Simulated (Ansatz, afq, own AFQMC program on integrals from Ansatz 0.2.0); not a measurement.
H2S, triplet in cc-pVTZ, levels against CCSDT(Q)

```xyz
3

H     0.0000    0.0000   -1.1093
H     0.0000    0.0000   -0.1733
S     0.0000    0.0000    1.2827
```

Basis cc-pVTZ. Noble-gas cores (and the filled d shells of Ga–Kr and In–Xe) are frozen. Ansatz 0.2.0 and our own AFQMC program on the same integrals; the CISD trial comes from CCSD amplitudes, and released means the phaseless constraint is let go. Error bars are statistical, one sigma.

Determinant: UHF, the one that the program's search chose, which needn't be the lowest solution. The geometry is a point of a scan.

No full CI on the walks' own integrals is used here; CCSDT(Q) serves as the reference and is uncertain by about the last step of the cluster series.

Cautions: lower spins were not checked.

The T1 diagnostic is 0.0161, the weight of the determinant in the CISD state is 0.907 and the ⟨S²⟩ of the determinant is 2.043. The size of the correlated space is 8 electrons in 57 orbitals.

```json
{"level": "MP2", "correlation energy (eV)": "-4.4347"}
{"level": "CCSD", "correlation energy (eV)": "-5.2193"}
{"level": "CCSD(T)", "correlation energy (eV)": "-5.4086"}
```

(1) Estimate where AFQMC with the constraint released lies against CCSD(T) on the same integrals.

(1) 31.6 ± 2.2 meV below CCSD(T).

Reference: CCSDT(Q), correlation energy -5.442 eV. The released energy is read at 2.40 1/Eh (meV from the phaseless value at times in 1/Eh: -0.1 ± 1.8 at 0.24, -3.1 ± 1.7 at 0.51, -7.5 ± 1.4 at 0.99, -11.4 ± 2.3 at 1.62, -10.5 ± 2.2 at 2.40).

```json
{"level": "CCSD(T)", "E − E(reference) (meV)": "33.0", "share of correlation (%)": "99.39"}
{"level": "CCSDT", "E − E(reference) (meV)": "7.0", "share of correlation (%)": "99.87"}
{"level": "ph-AFQMC/CISD", "E − E(reference) (meV)": "11.9 ± 2.5", "share of correlation (%)": "99.78"}
{"level": "released AFQMC", "E − E(reference) (meV)": "1.4 ± 2.2", "share of correlation (%)": "99.97"}
```

A walk keeps the symmetry of its determinant, which the program's search chose and which needn't be the lowest solution, so a lower state of the same spin and another symmetry isn't excluded. Released energies are given only where the last usable release times agree within the noise; a slower fall can still hide under it.
